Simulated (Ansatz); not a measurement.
System: OCl, charge 1, multiplicity 3. SMILES of the parent species: [O]Cl

Atoms: Cl1, O2. Bonds: Cl1-O2.

Bond lengths (Å) and angles (degrees) optimised at HF/3-21G with Ansatz (a quantum-chemistry and plane-wave program); PBE/6-31G* with Ansatz; MP2/6-31G* with Ansatz, each started from the B3LYP-D3(BJ)/def2-TZVP structure (Ansatz) of the last column. A row stands for all coordinates that are equal there. 6-31G* holds six Cartesian d functions.

| coordinate | HF/3-21G | PBE/6-31G* | MP2/6-31G* | B3LYP-D3(BJ)/def2-TZVP |
|---|---|---|---|---|
| Cl1-O2 | 1.922 | 1.525 | 1.469 | 1.481 |

Mean signed difference of all 1 bond lengths from B3LYP-D3(BJ)/def2-TZVP: HF/3-21G 0.441 Å, PBE/6-31G* 0.045 Å, MP2/6-31G* -0.012 Å.
